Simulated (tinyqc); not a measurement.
Stretching all distances: RHF, UHF, MP2, CISD and CCSD against full CI in the sto-6g basis, for H2O, spin multiplicity 1. Computed by the program tinyqc with PySCF. 

Geometry (angstrom):
```
atom       x        y       z
O     0.0000   0.0000  0.0000
H     0.0000   0.6780  0.6570
H     0.0000  -0.6780  0.6570
```

All coordinates are multiplied by the scale. c0^2 is the weight of the RHF determinant in the lowest singlet FCI state (UHF is spin-contaminated and may lie near states of higher spin) and n(LUMO) the first natural occupation beyond the occupied space.

Full CI energy (hartree) and errors against it (kcal/mol):
```
scale   distance 1-2 (angstrom)      E(FCI)       RHF      UHF      MP2     CISD     CCSD  <S^2> UHF    c0^2  n(LUMO)
0.8600                   0.8119  -75.612564   22.7362  22.7362   5.6655   0.1929   0.0392     0.0000  0.9847   0.0167
1.1200                   1.0574  -75.736645   41.9525  41.9525  12.1506   0.9128   0.1145     0.0000  0.9582   0.0440
1.3900                   1.3123  -75.665190   74.0654  71.2253  23.4614   3.8921   0.3987     0.3749  0.8946   0.1092
1.6500                   1.5578  -75.574367  118.8126  54.0761  39.0945  11.9196   0.7037     1.3909  0.7787   0.2351
1.9100                   1.8032  -75.509977  176.0903  25.7026  58.2146  27.0085  -1.6542     1.7670  0.6052   0.4342
```

UHF parts from RHF first at scale 1.39 of those listed, where <S^2> leaves zero. The weight c0^2 goes from 0.98 to 0.61 and n(LUMO) from 0.02 to 0.43: static correlation grows as the bonds break into open-shell fragments. The spread of the error along the curve, which distorts its shape, is CCSD 2.4, CISD 26.8, UHF 48.5, MP2 52.5, RHF 153.4 kcal/mol. Below FCI somewhere: CCSD, as non-variational methods may be.
